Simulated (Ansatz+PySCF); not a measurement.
**doublet CH5N(+): levels of theory in one basis**

```tsv
atom	x (Å)	y (Å)	z (Å)
H	-0.0159	0.9597	-1.3790
C	0.0646	0.0000	-0.8931
N	0.0032	0.0000	0.6259
H	-0.0159	-0.9597	-1.3790
H	-0.9663	0.0000	0.9810
H	0.4652	0.8277	1.0221
H	0.4652	-0.8277	1.0221
```

Basis set: cc-pVTZ (spherical functions). Frozen core: 2 orbitals. Correlation on ROHF uses semicanonical orbitals with singles. Charge 1, multiplicity 2.

Computed with Ansatz (development build ahead of 0.2.0); each method stands on the lowest determinant of its kind that the runs found.

```tsv
method	E − E(ROHF) (eV)	<S²> of the determinant
ROHF	0.00	0.75
UHF	-0.14	0.76
ROHF-MP2	-9.89	–
UHF-MP2	-9.88	0.76
```

Problem. What does ROHF-CCSD(T) give on the same scale?

Solution. -10.98 eV.

Problem. Is a single determinant a sound starting point here?

Solution. By this sign, yes. Unrestricted orbitals gain 0.14 eV and <S²> is 0.76 against 0.75 for a pure state.
